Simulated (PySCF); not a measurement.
Species: CS2.
Geometry (PBE0-D3(BJ)/def2-SVP, Å), atoms numbered from 1 in this order:
```xyz
3
CS2 angstrom
S     -1.5541    0.1790    0.0000
C      0.0000    0.1035    0.0000
S      1.5541    0.0280    0.0000
```

The geometry is computed with PBE0-D3(BJ)/def2-SVP (gas phase).

Masses are those of the commonest isotopes; rigid-rotor values at the optimised geometry. 

**Question.** What are the moment of inertia and the rotational constant?

**Answer.** I = 154.798 u·Å², B = 505379 MHz·u·Å²/I = 3265 MHz (0.1089 cm⁻¹, or 0.157 K as hB/k).

**Question.** List the first levels of a rigid rotor in a Σ state.

**Answer.** E(J) = BJ(J+1): J = 1: 0.218, J = 2: 0.653, J = 3: 1.307, J = 4: 2.178, J = 5: 3.267, J = 6: 4.574 cm⁻¹. The exchanged nuclei have no spin, so only every second level exists.

**Question.** Has it a pure rotational spectrum?

**Answer.** Not by electric dipole: D∞h allows no dipole. Rotational Raman lines (ΔJ = 2) lie at B(4J + 6), spaced by 8B = 0.871 cm⁻¹ as every second level is missing.

Whether it is a minimum is left open (no frequencies). These are rigid-rotor constants of the computed structure; measured ground-state constants (B0) also hold zero-point vibration.
